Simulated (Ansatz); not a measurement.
C2H6FN (`CC(N)F`), relaxed with RKS PBE-D4/def2-SVP in the Gaussian-basis code of Ansatz from a rough embedded geometry. The force threshold is 0.03 eV/Å; the program also tests the step.

Charge 0, multiplicity 1.

Start:

```xyz
10

C     0.563    0.754    0.323
C     0.066   -0.219   -0.629
N    -1.075   -0.895   -0.121
F     0.993   -1.225   -0.805
H     0.877    0.314    1.309
H    -0.149    1.586    0.580
H     1.482    1.246   -0.023
H    -0.170    0.214   -1.567
H    -0.826   -1.528    0.625
H    -1.760   -0.247    0.307
```

Question: How much energy does the relaxation release, and in how many steps? (An estimate is asked.)

Answer: The calculation gave: 0.62 eV, in 23 steps, 4 of them rejected.

Question: Which bonds change most? (An estimate is asked.)

Answer: Ansatz gave: C1–C2 from 1.449 to 1.518 Å; C2–H8 from 1.060 to 1.114 Å; C2–F4 from 1.379 to 1.427 Å; N3–H9 from 1.010 to 1.028 Å.

Question: Give the relaxed structure. (An estimate is asked.)

Answer: Ansatz gave: 
```xyz
10

C     0.736    0.792    0.410
C    -0.061   -0.110   -0.516
N    -1.226   -0.620    0.113
F     0.820   -1.140   -0.961
H     1.049    0.226    1.312
H     0.128    1.659    0.730
H     1.650    1.156   -0.096
H    -0.365    0.431   -1.440
H    -0.987   -1.149    0.961
H    -1.746   -1.245   -0.513
```
